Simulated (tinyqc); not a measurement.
Worked calculation: MP2 on RHF in the sto-3g basis, frozen core, for BH2+, spin multiplicity 1. Computed by tinyqc, a small Python program that keeps every step (integrals from PySCF). Settings: charge = 1, multiplicity = 1, basis = sto-3g, method = RHF, frozen orbitals = 1, energy threshold = 1e-10, iteration cap = 84, orthogonalisation = symmetric, start = atomic densities, DIIS depth = 6. Command: `OMP_NUM_THREADS=1 python tinyqc.py 26781 26782 out.jsonl` (the two numbers bound the seeds that draw the settings). One thread of a shared host (Intel(R) Xeon(R) Processor @ 2.60GHz), about 0.1 s of CPU time with the checks. The early iterations of the SCF are left out here.

## One-electron integrals

Geometry (angstrom):
```
atom         x          y         z
B     0.000000   0.000000  0.000000
H     0.000000   1.169000  0.515000
H     0.000000  -1.169000  0.515000
```

Basis sto-3g: exponents (1/bohr^2) and contraction coefficients of normalised primitives:
```
element  l (shell)   exponent  coefficient
B            s (1)  48.791113     0.154329
B            s (1)   8.887362     0.535328
B            s (1)   2.405267     0.444635
B            s (2)   2.236956    -0.099967
B            s (2)   0.519821     0.399513
B            s (2)   0.169062     0.700115
B            p (3)   2.236956     0.155916
B            p (3)   0.519821     0.607684
B            p (3)   0.169062     0.391957
H            s (1)   3.425251     0.154329
H            s (1)   0.623914     0.535328
H            s (1)   0.168855     0.444635
```

Overlap, kinetic and nuclear-attraction integrals over the contracted functions; the nuclear repulsion is the sum of Za Zb / Rab.

nuclear repulsion = 4.36890447 hartree

overlap S:
```
           1B 1s     1B 2s    1B 2px     1B 2py    1B 2pz     2H 1s      3H 1s
1B 1s   1.000000  0.269328  0.000000   0.000000  0.000000  0.054507   0.054507
1B 2s   0.269328  1.000000  0.000000   0.000000  0.000000  0.431714   0.431714
1B 2px  0.000000  0.000000  1.000000   0.000000  0.000000  0.000000   0.000000
1B 2py  0.000000  0.000000  0.000000   1.000000  0.000000  0.418574  -0.418574
1B 2pz  0.000000  0.000000  0.000000   0.000000  1.000000  0.184402   0.184402
2H 1s   0.054507  0.431714  0.000000   0.418574  0.184402  1.000000   0.066684
3H 1s   0.054507  0.431714  0.000000  -0.418574  0.184402  0.066684   1.000000
```

kinetic energy T (hartree):
```
            1B 1s      1B 2s    1B 2px     1B 2py    1B 2pz      2H 1s      3H 1s
1B 1s   10.826302  -0.047967  0.000000   0.000000  0.000000  -0.014145  -0.014145
1B 2s   -0.047967   0.359168  0.000000   0.000000  0.000000   0.068134   0.068134
1B 2px   0.000000   0.000000  1.123881   0.000000  0.000000   0.000000   0.000000
1B 2py   0.000000   0.000000  0.000000   1.123881  0.000000   0.171966  -0.171966
1B 2pz   0.000000   0.000000  0.000000   0.000000  1.123881   0.075759   0.075759
2H 1s   -0.014145   0.068134  0.000000   0.171966  0.075759   0.760032  -0.011369
3H 1s   -0.014145   0.068134  0.000000  -0.171966  0.075759  -0.011369   0.760032
```

nuclear attraction V (hartree):
```
             1B 1s      1B 2s     1B 2px     1B 2py     1B 2pz      2H 1s      3H 1s
1B 1s   -23.975902  -3.362504   0.000000   0.000000  -0.013003  -0.684321  -0.684321
1B 2s    -3.362504  -4.579235   0.000000   0.000000  -0.117840  -1.710139  -1.710139
1B 2px    0.000000   0.000000  -4.477877   0.000000   0.000000   0.000000   0.000000
1B 2py    0.000000   0.000000   0.000000  -4.656139   0.000000  -1.564214   1.564214
1B 2pz   -0.013003  -0.117840   0.000000   0.000000  -4.512474  -0.708414  -0.708414
2H 1s    -0.684321  -1.710139   0.000000  -1.564214  -0.708414  -3.503054  -0.263345
3H 1s    -0.684321  -1.710139   0.000000   1.564214  -0.708414  -0.263345  -3.503054
```

core Hamiltonian H = T + V (hartree):
```
             1B 1s      1B 2s     1B 2px     1B 2py     1B 2pz      2H 1s      3H 1s
1B 1s   -13.149599  -3.410471   0.000000   0.000000  -0.013003  -0.698466  -0.698466
1B 2s    -3.410471  -4.220067   0.000000   0.000000  -0.117840  -1.642006  -1.642006
1B 2px    0.000000   0.000000  -3.353996   0.000000   0.000000   0.000000   0.000000
1B 2py    0.000000   0.000000   0.000000  -3.532258   0.000000  -1.392248   1.392248
1B 2pz   -0.013003  -0.117840   0.000000   0.000000  -3.388594  -0.632655  -0.632655
2H 1s    -0.698466  -1.642006   0.000000  -1.392248  -0.632655  -2.743022  -0.274714
3H 1s    -0.698466  -1.642006   0.000000   1.392248  -0.632655  -0.274714  -2.743022
```

## Two-electron integrals

Functions are numbered as in S; the eight-fold symmetry (ij|kl) = (ji|kl) = (kl|ij) leaves the list below.

Two-electron integrals (ij|kl) in chemists' order, unique and non-zero (hartree):
```
(11|11) 2.923513    (21|11) 0.518376    (21|21) 0.109262    (22|11) 0.744229
(22|21) 0.193177    (22|22) 0.544804    (31|31) 0.020264    (32|31) 0.029996
(32|32) 0.120346    (33|11) 0.742491    (33|21) 0.193240    (33|22) 0.544682
(33|33) 0.586773    (41|41) 0.020264    (42|41) 0.029996    (42|42) 0.120346
(43|43) 0.031630    (44|11) 0.742491    (44|21) 0.193240    (44|22) 0.544682
(44|33) 0.523513    (44|44) 0.586773    (51|51) 0.020264    (52|51) 0.029996
(52|52) 0.120346    (53|53) 0.031630    (54|54) 0.031630    (55|11) 0.742491
(55|21) 0.193240    (55|22) 0.544682    (55|33) 0.523513    (55|44) 0.523513
(55|55) 0.586773    (61|11) 0.104493    (61|21) 0.021955    (61|22) 0.038962
(61|33) 0.038772    (61|41) 0.001455    (61|42) 0.002683    (61|44) 0.039268
(61|51) 0.000641    (61|52) 0.001182    (61|54) 0.000218    (61|55) 0.038868
(61|61) 0.004551    (62|11) 0.250744    (62|21) 0.066090    (62|22) 0.204866
(62|33) 0.199021    (62|41) 0.006663    (62|42) 0.040466    (62|44) 0.213546
(62|51) 0.002936    (62|52) 0.017827    (62|54) 0.006399    (62|55) 0.201840
(62|61) 0.014180    (62|62) 0.105919    (63|31) 0.006637    (63|32) 0.030954
(63|43) 0.007570    (63|53) 0.003335    (63|63) 0.011722    (64|11) 0.214349
(64|21) 0.057250    (64|22) 0.187289    (64|33) 0.177330    (64|41) 0.011627
(64|42) 0.064783    (64|44) 0.204646    (64|51) 0.002199    (64|52) 0.014903
(64|54) 0.008699    (64|55) 0.179693    (64|61) 0.012886    (64|62) 0.113405
(64|64) 0.130676    (65|11) 0.094431    (65|21) 0.025221    (65|22) 0.082510
(65|33) 0.078122    (65|41) 0.002199    (65|42) 0.014903    (65|44) 0.083486
(65|51) 0.007605    (65|52) 0.037519    (65|54) 0.009933    (65|55) 0.085833
(65|61) 0.005677    (65|62) 0.049960    (65|64) 0.052405    (65|65) 0.034809
(66|11) 0.409571    (66|21) 0.109968    (66|22) 0.385501    (66|33) 0.362563
(66|41) 0.013516    (66|42) 0.108707    (66|44) 0.419823    (66|51) 0.005954
(66|52) 0.047891    (66|54) 0.025226    (66|55) 0.373676    (66|61) 0.024055
(66|62) 0.254259    (66|64) 0.295948    (66|65) 0.130379    (66|66) 0.774606
(71|11) 0.104493    (71|21) 0.021955    (71|22) 0.038962    (71|33) 0.038772
(71|41) -0.001455   (71|42) -0.002683   (71|44) 0.039268    (71|51) 0.000641
(71|52) 0.001182    (71|54) -0.000218   (71|55) 0.038868    (71|61) 0.004324
(71|62) 0.012846    (71|64) 0.010617    (71|65) 0.005156    (71|66) 0.021205
(71|71) 0.004551    (72|11) 0.250744    (72|21) 0.066090    (72|22) 0.204866
(72|33) 0.199021    (72|41) -0.006663   (72|42) -0.040466   (72|44) 0.213546
(72|51) 0.002936    (72|52) 0.017827    (72|54) -0.006399   (72|55) 0.201840
(72|61) 0.012846    (72|62) 0.067751    (72|64) 0.054201    (72|65) 0.031167
(72|66) 0.122817    (72|71) 0.014180    (72|72) 0.105919    (73|31) 0.006637
(73|32) 0.030954    (73|43) -0.007570   (73|53) 0.003335    (73|63) 0.006719
(73|73) 0.011722    (74|11) -0.214349   (74|21) -0.057250   (74|22) -0.187289
(74|33) -0.177330   (74|41) 0.011627    (74|42) 0.064783    (74|44) -0.204646
(74|51) -0.002199   (74|52) -0.014903   (74|54) 0.008699    (74|55) -0.179693
(74|61) -0.010617   (74|62) -0.054201   (74|64) -0.038105   (74|65) -0.024507
(74|66) -0.094126   (74|71) -0.012886   (74|72) -0.113405   (74|74) 0.130676
(75|11) 0.094431    (75|21) 0.025221    (75|22) 0.082510    (75|33) 0.078122
(75|41) -0.002199   (75|42) -0.014903   (75|44) 0.083486    (75|51) 0.007605
(75|52) 0.037519    (75|54) -0.009933   (75|55) 0.085833    (75|61) 0.005156
(75|62) 0.031167    (75|64) 0.024507    (75|65) 0.020739    (75|66) 0.058978
(75|71) 0.005677    (75|72) 0.049960    (75|74) -0.052405   (75|75) 0.034809
(76|11) 0.039189    (76|21) 0.010298    (76|22) 0.031780    (76|33) 0.030987
(76|44) 0.032201    (76|51) 0.000806    (76|52) 0.004810    (76|55) 0.032124
(76|61) 0.002116    (76|62) 0.013507    (76|64) 0.012685    (76|65) 0.006971
(76|66) 0.028606    (76|71) 0.002116    (76|72) 0.013507    (76|74) -0.012685
(76|75) 0.006971    (76|76) 0.002185    (77|11) 0.409571    (77|21) 0.109968
(77|22) 0.385501    (77|33) 0.362563    (77|41) -0.013516   (77|42) -0.108707
(77|44) 0.419823    (77|51) 0.005954    (77|52) 0.047891    (77|54) -0.025226
(77|55) 0.373676    (77|61) 0.021205    (77|62) 0.122817    (77|64) 0.094126
(77|65) 0.058978    (77|66) 0.226130    (77|71) 0.024055    (77|72) 0.254259
(77|74) -0.295948   (77|75) 0.130379    (77|76) 0.028606    (77|77) 0.774606
```

## Orthogonalisation

S = U s U^T; symmetric (Loewdin) form X = U s^(-1/2) U^T, so that X^T S X = 1.

eigenvalues of S: 0.342131  0.373767  0.877480  1.000000  1.079764  1.559549  1.767310

X:
```
            1B 1s      1B 2s    1B 2px     1B 2py     1B 2pz      2H 1s      3H 1s
1B 1s    1.031650  -0.163686  0.000000   0.000000  -0.009315   0.026352   0.026352
1B 2s   -0.163686   1.235185  0.000000   0.000000   0.085761  -0.294131  -0.294131
1B 2px   0.000000   0.000000  1.000000   0.000000   0.000000   0.000000   0.000000
1B 2py   0.000000   0.000000  0.000000   1.194744   0.000000  -0.294725   0.294725
1B 2pz  -0.009315   0.085761  0.000000   0.000000   1.035632  -0.122729  -0.122729
2H 1s    0.026352  -0.294131  0.000000  -0.294725  -0.122729   1.215488  -0.026210
3H 1s    0.026352  -0.294131  0.000000   0.294725  -0.122729  -0.026210   1.215488
```

## Iteration 7 (converged): orbitals

converged F (hartree):
```
            1B 1s      1B 2s     1B 2px     1B 2py     1B 2pz      2H 1s      3H 1s
1B 1s   -7.932393  -2.303733   0.000000   0.000000   0.008492  -0.476731  -0.476731
1B 2s   -2.303733  -1.436925   0.000000   0.000000  -0.098905  -0.677411  -0.677411
1B 2px   0.000000   0.000000  -0.166277   0.000000   0.000000   0.000000   0.000000
1B 2py   0.000000   0.000000   0.000000  -0.628843   0.000000  -0.501609   0.501609
1B 2pz   0.008492  -0.098905   0.000000   0.000000  -0.209775  -0.182950  -0.182950
2H 1s   -0.476731  -0.677411   0.000000  -0.501609  -0.182950  -0.664084  -0.116018
3H 1s   -0.476731  -0.677411   0.000000   0.501609  -0.182950  -0.116018  -0.664084
```

Diagonalise F' = X^T F X, C = X C', fill 3 alpha and 3 beta electrons from the bottom; D = 2 C_occ C_occ^T. Each column has its largest component positive (the first on a tie).

F' = X^T F X (hartree):
```
           1          2          3          4          5          6          7
1  -7.744456  -1.169458   0.000000   0.000000   0.002321  -0.043864  -0.043864
2  -1.169458  -0.719906   0.000000   0.000000   0.023990  -0.380857  -0.380857
3   0.000000   0.000000  -0.166277   0.000000   0.000000   0.000000   0.000000
4   0.000000   0.000000   0.000000  -0.286324   0.000000  -0.409287   0.409287
5   0.002321   0.023990   0.000000   0.000000  -0.154446  -0.141865  -0.141865
6  -0.043864  -0.380857   0.000000  -0.409287  -0.141865  -0.268692  -0.048705
7  -0.043864  -0.380857   0.000000   0.409287  -0.141865  -0.048705  -0.268692
```

orbital energies (hartree): MO1 -7.936899, MO2 -0.970088, MO3 -0.832924, MO4 -0.224867, MO5 -0.166277, MO6 0.195648, MO7 0.326614

coefficients C:
```
              MO1        MO2        MO3        MO4       MO5        MO6        MO7
1B 1s    0.992255  -0.237141   0.000000   0.123283  0.000000  -0.191224   0.000000
1B 2s    0.029667   0.683758   0.000000  -0.514973  0.000000   0.999627   0.000000
1B 2px   0.000000   0.000000   0.000000   0.000000  1.000000   0.000000   0.000000
1B 2py   0.000000   0.000000   0.582471   0.000000  0.000000   0.000000   1.123328
1B 2pz   0.000972   0.094815   0.000000   0.835912  0.000000   0.634319   0.000000
2H 1s   -0.005078   0.301165   0.388548   0.228278  0.000000  -0.816470  -0.840714
3H 1s   -0.005078   0.301165  -0.388548   0.228278  0.000000  -0.816470   0.840714
```

D after iteration 7:
```
            1B 1s      1B 2s    1B 2px     1B 2py     1B 2pz      2H 1s      3H 1s
1B 1s    2.081611  -0.265420  0.000000   0.000000  -0.043039  -0.152913  -0.152913
1B 2s   -0.265420   0.936810  0.000000   0.000000   0.129719   0.411547   0.411547
1B 2px   0.000000   0.000000  0.000000   0.000000   0.000000   0.000000   0.000000
1B 2py   0.000000   0.000000  0.000000   0.678546   0.000000   0.452636  -0.452636
1B 2pz  -0.043039   0.129719  0.000000   0.000000   0.017982   0.057100   0.057100
2H 1s   -0.152913   0.411547  0.000000   0.452636   0.057100   0.483391  -0.120486
3H 1s   -0.152913   0.411547  0.000000  -0.452636   0.057100  -0.120486   0.483391
```

## Convergence

Stop when the energy changes by less than 1e-10 hartree and every element of the error matrix X^T (F D S - S D F) X is below 3e-06.

Course of the cycle:
```
iteration   E (hartree)     change  largest element of the error matrix
1          -22.61543507          -                             4.33e-01
2          -25.12434196  -2.51e+00                             5.98e-02
3          -25.13455108  -1.02e-02                             1.82e-02
4          -25.13562946  -1.08e-03                             2.57e-03
5          -25.13565000  -2.05e-05                             4.24e-04
6          -25.13565036  -3.58e-07                             8.65e-06
7          -25.13565036  -9.25e-11                             1.09e-07
```

PySCF RHF in the same basis = -25.13565036 hartree

Converged in 7 iterations.

## Integrals over molecular orbitals

(pq|rs) = sum C_ip C_jq C_kr C_ls (ij|kl), one index at a time.

one-electron integrals over orbitals h = C^T H C (hartree):
```
            1          2          3          4          5          6          7
1  -13.136313   0.289120   0.000000  -0.164568   0.000000   0.200476   0.000000
2    0.289120  -3.424292   0.000000   0.098294   0.000000  -0.495241   0.000000
3    0.000000   0.000000  -3.204038   0.000000   0.000000   0.000000  -0.550392
4   -0.164568   0.098294   0.000000  -3.258880   0.000000  -0.252734   0.000000
5    0.000000   0.000000   0.000000   0.000000  -3.353996   0.000000   0.000000
6    0.200476  -0.495241   0.000000  -0.252734   0.000000  -2.692020   0.000000
7    0.000000   0.000000  -0.550392   0.000000   0.000000   0.000000  -2.687095
```

Two-electron integrals over orbitals (pq|rs), unique and non-zero (hartree); the lowest 1 orbital is frozen and left out:
```
(22|22) 0.469604    (32|32) 0.143122    (33|22) 0.462937    (33|33) 0.482111
(42|22) 0.018498    (42|33) 0.016096    (42|42) 0.071085    (43|32) 0.023390
(43|43) 0.030105    (44|22) 0.445077    (44|33) 0.428262    (44|42) -0.071813
(44|44) 0.578846    (52|52) 0.075288    (53|53) 0.019094    (54|52) -0.030075
(54|54) 0.041175    (55|22) 0.471617    (55|33) 0.438261    (55|42) -0.036212
(55|44) 0.508425    (55|55) 0.586773    (62|22) 0.047319    (62|33) 0.009531
(62|42) -0.002794   (62|44) 0.060376    (62|55) 0.098749    (62|62) 0.087312
(63|32) -0.069066   (63|43) -0.025375   (63|63) 0.077404    (64|22) 0.024249
(64|33) 0.003026    (64|42) 0.003373    (64|44) 0.037367    (64|55) 0.038820
(64|62) 0.048111    (64|64) 0.033386    (65|52) 0.051616    (65|54) -0.011227
(65|65) 0.043025    (66|22) 0.473110    (66|33) 0.468137    (66|42) 0.055247
(66|44) 0.410231    (66|55) 0.445530    (66|62) 0.030053    (66|64) 0.019230
(66|66) 0.522723    (72|32) -0.015231   (72|43) -0.030029   (72|63) 0.050804
(72|72) 0.053724    (73|22) 0.041212    (73|33) 0.025054    (73|42) -0.050254
(73|44) 0.102145    (73|55) 0.107038    (73|62) 0.071133    (73|64) 0.035879
(73|66) -0.006124   (73|73) 0.107708    (74|32) -0.067082   (74|43) 0.004802
(74|63) 0.039033    (74|72) 0.003737    (74|74) 0.052189    (75|53) 0.016621
(75|75) 0.018389    (76|32) 0.118968    (76|43) 0.035749    (76|63) -0.082429
(76|72) -0.042094   (76|74) -0.055408   (76|76) 0.127400    (77|22) 0.464836
(77|33) 0.483137    (77|42) -0.001222   (77|44) 0.461103    (77|55) 0.459441
(77|62) 0.010464    (77|64) 0.000765    (77|66) 0.478325    (77|73) 0.035372
(77|77) 0.512834
```

## Second-order Moller-Plesset energy

Hartree-Fock energy = -25.13565036 hartree

E2 = sum_ijab (ia|jb) [2 (ia|jb) - (ib|ja)] / (e_i + e_j - e_a - e_b) over occupied i, j and virtual a, b; the opposite-spin part is (ia|jb)^2 / denominator, the rest is same-spin, and SCS-MP2 scales them by 6/5 and 1/3.

Terms:
```
i  j  a  b    (ia|jb)    (ib|ja)  denominator       term
3  3  7  7   0.107708   0.107708    -2.319076  -0.005002
2  2  5  5   0.075288   0.075288    -1.607622  -0.003526
2  2  4  4   0.071085   0.071085    -1.490443  -0.003390
2  2  6  6   0.087312   0.087312    -2.331472  -0.003270
3  3  6  6   0.077404   0.077404    -2.057144  -0.002912
3  2  7  6   0.071133   0.050804    -2.325274  -0.002798
2  3  6  7   0.071133   0.050804    -2.325274  -0.002798
3  2  7  4  -0.050254  -0.030029    -1.904759  -0.001859
2  3  4  7  -0.050254  -0.030029    -1.904759  -0.001859
2  2  7  7   0.053724   0.053724    -2.593404  -0.001113
3  3  4  4   0.030105   0.030105    -1.216115  -0.000745
2  3  7  6   0.050804   0.071133    -2.325274  -0.000666
3  2  6  7   0.050804   0.071133    -2.325274  -0.000666
3  3  6  4  -0.025375  -0.025375    -1.636630  -0.000393
3  3  4  6  -0.025375  -0.025375    -1.636630  -0.000393
3  3  5  5   0.019094   0.019094    -1.333295  -0.000273
2  3  7  4  -0.030029  -0.050254    -1.904759  -0.000155
3  2  4  7  -0.030029  -0.050254    -1.904759  -0.000155
2  2  6  4  -0.002794  -0.002794    -1.910957  -4.08e-06
2  2  4  6  -0.002794  -0.002794    -1.910957  -4.08e-06
```

Pair energies (hartree; pair i-j sums ij and ji):
```
pair  opposite spin  same spin
2-2       -0.011307          0
3-2       -0.010171  -0.000785
3-3       -0.009720          0
```

MP2 correlation energy = -0.03198313 hartree

SCS-MP2 correlation energy = -0.03769946 hartree

MP2 total energy = -25.16763349 hartree
